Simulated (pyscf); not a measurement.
Thermochemistry of product channels of `[F][C][F]` [singlet] + `[CH]#[CH]` on the singlet surface, in kcal/mol, from CCSD(T)/def2-TZVPP + ΔMP2(QZVPP) energies (ideal gas, 1 atm, RRHO with modes under 100 cm⁻¹ raised to 100, one conformer, R ln 2 for rigid chiral ones). Structures and frequencies: ωB97X-D3(BJ)/def2-SVP in PySCF. MP2 and CC: frozen core, UHF for open shells. ΔMP2 is the change of the MP2 total energy from the triple- to the quadruple-zeta basis.

```json
[
 {"products": "`[CH2]=[C]=[C]([F])[F]`", "ΔE": "-50.8", "ΔH(298 K)": "-47.6", "ΔG(298 K)": "-37.0", "ΔG(600 K)": "-26.2"},
 {"products": "`[F][C]1([F])[CH]=[CH]1`", "ΔE": "-46.2", "ΔH(298 K)": "-43.3", "ΔG(298 K)": "-31.8", "ΔG(600 K)": "-20.0"}
]
```

The channel to cyclic C₃H₂F₂ (SMILES FC1(F)C=C1) turns unfavourable between 298 and 1200 K (ΔG from -31.8 kcal/mol to +3.3 kcal/mol).

These are energies of the channels, which say nothing of barriers. The CCSD(T) − MP2 part came from Ansatz, without density fitting, on the same reference.
